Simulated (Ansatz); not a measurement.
**1T (CdI2-type) CdI2**

All values below come from PBE (Ansatz, a program for electronic structure, PAW).

Run with plane-wave cutoff 520 eV, 12×12×6 k mesh (along the axes of the cell as run), perturbation theory, scalar-relativistic PAW data made under PBE.

Cell (measured lattice):

CdI2 is taken in the trigonal space group P-3m1 (No. 164), the CdI2 type structure, Pearson symbol hP3. Conventional cell: a = 4.244 Å, b = 4.244 Å, c = 6.859 Å, α = 90.00°, β = 90.00°, γ = 120.00°. Cd on 1a sees 6 I at 3.000 Å (octahedral). I on 2d is surrounded by 3 Cd at 3.000 Å (trigonal pyramidal). (Neighbours: up to the widest gap in distance over summed covalent radii, below 1.35, at either atom; cation-cation and far metal-metal contacts left out.)

```json
{
 "high-frequency dielectric constant (mean over three axes)": "5.42",
 "dielectric constant ε0 (ions relaxed) (mean over three axes)": "10.9"
}
```

Note: the cell isn't this level's own, so it is under some stress, which shifts stiffness and frequencies.

Spin–orbit coupling is not included.
